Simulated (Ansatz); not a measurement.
# BH2O: the cost of one run

Computed with the Python package of Ansatz 0.2.0. Level of theory: CCSD(T)/def2-TZVP.

### 1 The structure

Bond lengths: B1–O2 1.401 Å, B1–H3 1.227 Å, B1–H4 1.234 Å. Angles: O2–B1–H3 124.0°, O2–B1–H4 118.2°, H3–B1–H4 117.6°.

No structure file is read: the coordinates are typed or built in the script.

### 2 Script

Input file tae.py:

```python
from collections import Counter

import ansatz as az

BASIS_SET = "def2-TZVP"
LEVEL = "ccsd_t"


def energy(molecule, charge=0, unpaired=0):
    calc = (
        molecule.calculation()
        .basis(gaussian=BASIS_SET)
        .correlation(LEVEL)
    )
    if charge:
        calc = calc.charge(charge)
    if unpaired:
        calc = calc.spin("collinear", total=unpaired)
    report = calc.run(threads=1, backend="cpu").report
    if report["published_state_doubts"]:
        print("  doubts:", report["published_state_doubts"])
    return report["free_energy_ev"]

geometry_ang = [
    ("B", [-0.0155, -0.0355, -0.0295]),
    ("O", [1.1238, -0.3479, 0.7228]),
    ("H", [-1.1099, -0.5679, 0.1279]),
    ("H", [0.0571, 0.891, -0.8414]),
]
geometry = az.Crystal.molecule()
for symbol, xyz in geometry_ang:
    geometry = geometry.atom(symbol, xyz)

unpaired = {"B": 1, "O": 2, "H": 1}
counts = Counter(site.symbol for site in geometry.cartesian_sites)
atom_energy = {s: energy(az.Crystal.molecule().atom(s, (0, 0, 0)), 0, unpaired[s]) for s in counts}
whole = energy(geometry, 0, 1)
for s, e in atom_energy.items():
    print(f"{s:2s} x{counts[s]}  {e:14.5f} eV")
print(f"BH2O: {whole:.5f} eV")
split = sum(counts[s] * e for s, e in atom_energy.items()) - whole
print(f"atomisation energy (no zero-point term): {96.485332 * split:.1f} kJ/mol, {split / sum(counts.values()):.3f} eV an atom")
```

### 3 The calls as engine input

The engine receives this input (first run):

```yaml
crystal:
  periodic: [false, false, false]
  atoms:
    - { symbol: B, position_ang: [0.0, 0.0, 0.0] }
basis:
  gaussian:
    orbitals: def2-TZVP
magnetization:
  spin_polarized: true
  initial_magnetization: 1.0
correlation:
  method: ccsd_t
```

### 4 Launch

The run is started by

```console
python tae.py
```

What time and memory should one allow on 1 thread of Intel Xeon Platinum 8375C at 2.90GHz (Ice Lake), shared host?

About 6.3 s, with a peak of 0.38 GiB.
